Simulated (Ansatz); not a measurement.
`O[SiH2]S` → `O[SiH]` + H₂S  (silylene formation by 1,1-elimination)

Calculated with Ansatz (gas phase, PBE0-D4/def2-TZVP geometries, no zero-point term in ΔE). CCSD(T)/CBS is the MP2 limit (def2-TZVPP, def2-QZVPP) plus CCSD(T) − MP2 in def2-TZVPP, frozen cores. This one scheme is used for every species. Functionals use def2-TZVPP. One conformer a species, not always the lowest.

| level | ΔE (kcal/mol) |
| --- | --- |
| r2SCAN0 | 65.7 |
| RPA@PBE/def2-TZVPP | 53.5 |
| CCSD/def2-TZVPP | 58.1 |
| HF/def2-QZVPP | 58.9 |

(1) What does CCSD(T)/CBS give? (Best estimate.)

(2) What do rigid-rotor, harmonic-oscillator terms from PBE0-D4/def2-TZVP frequencies (298.15 K, 1 bar) make of the CCSD(T)/CBS value? (Estimate.)

Largest T1 diagnostic among the species: 0.016.

Answers

(1) Computed: +60.5 kcal/mol. The listed levels differ from it by 5.2, -7.0, -2.4, -1.6 kcal/mol.

(2) Ansatz gave: ΔZPE = -3.1 kcal/mol, ΔH = +58.6 kcal/mol, ΔS = 149 J/(mol·K), ΔG = +47.9 kcal/mol.

From PBE to PBE0 (25 % exact exchange), in def2-TZVPP and without D4, ΔE moves by +3.6 kcal/mol. At CCSD(T), def2-SVP lies −6.6 kcal/mol from the extrapolated value and def2-TZVPP −2.0 kcal/mol.
